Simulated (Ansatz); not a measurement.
Two shapes of doublet CH₃O.

Shape 1:

```xyz
5

C     0.0811   -0.0141   -0.6705
O     0.0237   -0.0937    0.6556
H    -0.0319    0.8123    1.0183
H     0.0846   -1.0133   -1.1106
H    -0.4309    0.8418   -1.2370
```

Shape 2:

```xyz
5

C     0.0472   -0.0360   -0.6898
O     0.0524   -0.1077    0.6242
H    -0.0044    0.8068    1.0531
H     0.0555   -0.9856   -1.0910
H    -0.3891    0.8373   -1.2523
```

Basis set: STO-3G (spherical functions). Left uncorrelated: 2 orbitals. Charge 0, multiplicity 2.

Computed with Ansatz (development build ahead of 0.2.0); each method stands on the lowest determinant of its kind that the runs found.

**Question.** Which shape is lower in energy, and by how much in each method?

**Answer.**

```csv
method,E(2) − E(1) (eV)
UHF,0.164
UHF-MP2,0.182
```

Shape 1 is lower.
